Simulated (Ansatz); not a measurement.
2H WSe₂

Calculation: PBE-D3(BJ) (Ansatz, a program for electronic structure, PAW).

Run with plane-wave cutoff 520 eV, 12×12×4 k mesh (along the axes of the cell as run), perturbation theory, no spin polarisation, scalar-relativistic PAW data made under PBE.

Cell (relaxed at this level):

```
CELL_PARAMETERS angstrom
      3.27897     0.00000     0.00000
     -1.63949     2.83967     0.00000
      0.00000     0.00000    12.78606
ATOMIC_POSITIONS crystal
  W  0.66667 0.33333 0.75000
  W  0.33333 0.66667 0.25000
  Se 0.66667 0.33333 0.38173
  Se 0.33333 0.66667 0.88173
  Se 0.33333 0.66667 0.61827
  Se 0.66667 0.33333 0.11827
```

```
Quantity                                                      Value
------------------------------------------------------------  -----
electronic dielectric constant ε∞ (mean over three axes)       13.1
dielectric constant ε0 (ions relaxed) (mean over three axes)   13.3
```

Note: the dispersion coefficients are held fixed in the derivatives.

Spin–orbit coupling is not included.
